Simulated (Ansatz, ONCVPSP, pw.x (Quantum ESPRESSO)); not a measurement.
Mg (Z = 12): one change to the ONCV potential, in the atom and in the bcc crystal

| Property | Result |
| --- | --- |
| Element | magnesium |
| Generator | ONCVPSP 4.0.1.1 (patched build) |
| Type | optimised norm-conserving Vanderbilt (ONCV) |
| Functional | PBEsol |
| Relativity | scalar-relativistic |
| Frozen core | [Ne] |
| Valence charge | 2 |
| Reference configuration | 3s1 (charge +1) |
| Partial waves | 3s: rc 1.80 bohr, ncon 4, nbas 8, qcut 3 1/bohr, 2 projectors, debl 3.4 Ha; p scattering state at 0.04 Ha: rc 1.75 bohr, ncon 4, nbas 7, qcut 5.5 1/bohr, 1 projector; d scattering state at 0.3 Ha: rc 1.75 bohr, ncon 4, nbas 8, qcut 6.2 1/bohr, 2 projectors, debl 2.9 Ha |
| Local potential | polynomial inside 1.45 bohr (lpopt 2, dvloc0 0 Ha) |
| Core correction | Teter function, fcfact 4.25, rcfact 1.35 |

Change: local potential polynomial inside 1.45 bohr (lpopt 2, dvloc0 -1.5 Ha).

Cutoffs, loose and tight: the cutoffs (Ha) at which the residual kinetic energy of the hardest occupied pseudo-wave falls to 1 and 0.1 mHa per electron. They do not see the model core or the augmentation charge, which bear on the density cutoff. Test errors are all-electron minus pseudo excitation energies from the reference, over the configurations 3s2; 3s1.5; 3s1 3p1; 3s0 3p1; variants that change the core or the reference have their own tests.

Crystal test: bcc Mg in pw.x 7.5, no spin, 13³ k-points, Fermi–Dirac smearing 0.01 Ry, cutoffs set for each file from its atomic test. The reference is all-electron LAPW (Ansatz 0.2.0) with the same functional, mesh and smearing; V0 and B0 come from Birch–Murnaghan fits to the pressures at five volumes. Errors are pseudo minus all-electron; Δ is the rms difference of the E(V) curves that follow from these fits, minima aligned, over ±6 % about the mean V0. Mesh and smearing are coarse, so the numbers serve the comparison and aren't converged zero-temperature values; the lattice is a test structure that the element need not adopt.

All-electron: a0 = 3.559 Å (V0 = 22.55 Å³/atom), B0 = 36.1 GPa.

Task: Does the change bring the crystal closer to the all-electron result?

Result: The mean pressure error goes from -0.85 to -0.97 GPa, so the change moves the solid further from the all-electron pressures.

```csv
quantity,base,changed
outcome (atom),generated,generated
"cutoff, loose (atom)",4.0 Ha,4.0 Ha
"cutoff, tight (atom)",12 Ha,12 Ha
bound ghosts (atom),none,none
largest test error (meV) (atom),+25,+28
cutoffs in pw.x (Ry),50/200,50/200
a0 (Å),3.532,3.528
a0 error (%),-0.76,-0.87
B0 error (%),+7.7,+8.3
Δ (meV/atom),4.1,4.7
mean pressure error (GPa),-0.85,-0.97
```

Base: This is a poor potential for the solid. The cutoffs count occupied waves only; projector 2 of the s channel, the hardest unoccupied one, needs 63 Ha at the loose tolerance. Changed file: This is a poor potential for the solid. The cutoffs count occupied waves only; projector 2 of the s channel, the hardest unoccupied one, needs 63 Ha at the loose tolerance.
